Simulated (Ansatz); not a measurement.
Cs2SnBr6 (Fm-3m, No. 225; cell taken from a computed entry), treated with HSE06 (Ansatz, a quantum-chemistry and plane-wave program, plane waves, PAW).

Run with plane-wave cutoff 460 eV, 4×4×4 k mesh, Fermi–Dirac smearing 0.01 eV, scalar-relativistic PAW data made under PBE.

Cell (relaxed with PBEsol):

Space group Fm-3m (No. 225); a = b = c = 10.808 Å, α = β = γ = 90.00°

| atom | site | symmetry | x | y | z |
|---|---|---|---|---|---|
| Cs | 8c | -43m | 0.2500 | 0.2500 | 0.2500 |
| Sn | 4a | m-3m | 0.0000 | 0.0000 | 0.0000 |
| Br | 24e | 4m.m | 0.0000 | 0.0000 | 0.2426 |
(The calculation used a cell of 9 atoms; values per cell refer to that cell.)

Problem. Predict the band gap.

Solution. 
- band gap = 2.40 eV (on the SCF k mesh)

Note: cell and atoms aren't relaxed at this level (pressure 0.8 GPa); this cell isn't known to be the ambient phase, and symmetry holds it in the calculation.

Spin–orbit coupling is not included.

Computed values are for the static lattice.
